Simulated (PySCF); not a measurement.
Working with the constants of AlB

ROHF-CCSD(T) constants of AlB, ³Σ⁻ (triplet), unpaired electrons π ↑↑ (PySCF, no relativity, basis sets Al pcseg-1, B pcseg-1; masses 26.9815 and 11.0093 u):

| Item | Value |
| --- | --- |
| ωe | 612.6 cm⁻¹ |
| ωexe | 4.99 cm⁻¹ |
| Be | 0.51703 cm⁻¹ |
| αe | 0.00537 cm⁻¹ |
| De to Al + B | 1.69 eV |

What force constant and bond length do these constants imply?

Reduced mass μred = 7.8189 u; k = 5.8918×10⁻⁷·μred·ωe² (u, cm⁻¹, mdyn/Å) = 1.73 mdyn/Å; Re = √(16.8576/(μred·Be)) (u, cm⁻¹, Å) = 2.042 Å.

Estimate the centrifugal constant D from the Kratzer relation and find the Dunham coefficient a1.

D = 4Be³/ωe² = 1.47e-06 cm⁻¹; a1 = −1 − αeωe/(6Be²) = -3.05.

Correlated steps freeze 6 core orbitals. Correlated levels converge slowly with the basis: in double zeta they bind strong bonds too weakly, by up to about 1 eV, and carry superposition errors of some tenths. The CCSD T1 diagnostic is raised, a sign that a single reference may not be enough here. The state is the lowest determinant that a PBE0 search found; another state may lie lower at other levels.
